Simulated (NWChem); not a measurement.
# Basis-set dependence for acetylene (C$_{2}$H$_{2}$)

```xyz
4

C      0.0000     0.0000    -0.6043
C      0.0000     0.0000     0.6043
H      0.0000     0.0000    -1.6792
H      0.0000     0.0000     1.6792
```
Charge 0, spin multiplicity 1.

The numbers come from NWChem runs, not from measurements. All single points use one geometry, from PBE0/def2-SVP, a minimum by its harmonic frequencies.

Hartree-Fock energies in Ha, correlation energies in mHa.

The correlated methods keep 2 core orbitals frozen. Coupled-cluster values serve here as a point of comparison, not as the truth.

```json
[
 {"basis": "STO-3G", "functions": "12", "RHF": "-75.85169", "MP2": "-152.0", "SCS-MP2": "-154.8", "CCSD": "-171.1", "CCSD+T(CCSD)": "-171.7", "CCSD(T)": "-171.7", "CR-CCSD[T]": "-171.6", "CR-CCSD(T)": "-171.6"},
 {"basis": "def2-SVP", "functions": "38", "RHF": "-76.76168", "MP2": "-257.1", "SCS-MP2": "-255.4", "CCSD": "-273.7", "CCSD+T(CCSD)": "-285.6", "CCSD(T)": "-285.0", "CR-CCSD[T]": "-283.3", "CR-CCSD(T)": "-282.8"},
 {"basis": "def2-TZVP", "functions": "74", "RHF": "-76.85007", "MP2": "-305.0", "SCS-MP2": "-304.3", "CCSD": "-318.0", "CCSD+T(CCSD)": "-334.8", "CCSD(T)": "-334.1", "CR-CCSD[T]": "-331.6", "CR-CCSD(T)": "-331.0"}
]
```

From def2-SVP to def2-TZVP the Hartree-Fock energy moves by -88.4 mHa and the MP2 correlation energy by -47.9 mHa, which is 16 % of its value in the larger set.
